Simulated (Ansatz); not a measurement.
Relaxation of FH5Si (7 atoms, charge 0, multiplicity 1), to a largest force component of 0.03 eV/Å in at most 50 steps.

Method: RKS CAM-B3LYP-D4/def2-SVP in Ansatz 0.2.0.

```xyz
7
Properties=species:S:1:pos:R:3
Si 0.209 0.000 -0.083
H 0.188 0.000 1.390
H 1.643 0.000 -0.481
H -0.446 1.229 -0.589
H -0.446 -1.229 -0.589
F -2.288 0.000 1.175
H -1.624 0.000 1.817
```

Q: Where does it end, and by what steps?

A: The forces met the threshold. After 6 steps the energy has fallen by 0.028 eV; H7 moved furthest, 0.18 Å.

| step | energy less start (eV) | largest force component (eV/Å) | accepted |
| --- | --- | --- | --- |
| 0 | 0.0000 | 0.386 | yes |
| 1 | -0.0238 | 0.273 | yes |
| 2 | -0.0218 | 0.396 | no |
| 3 | -0.0277 | 0.079 | yes |
| 4 | -0.0279 | 0.079 | yes |
| 5 | -0.0281 | 0.046 | yes |
| 6 | -0.0282 | 0.002 | yes |

```xyz
7
Properties=species:S:1:pos:R:3
Si 0.273 0.000 -0.110
H 0.271 0.000 1.383
H 1.692 0.000 -0.558
H -0.403 1.223 -0.608
H -0.403 -1.223 -0.608
F -2.417 0.000 1.234
H -1.780 0.000 1.907
```

Time of the run: 10 s on 1 thread of Arm Neoverse V1, with other jobs on the host, peak memory 0.11 GiB.
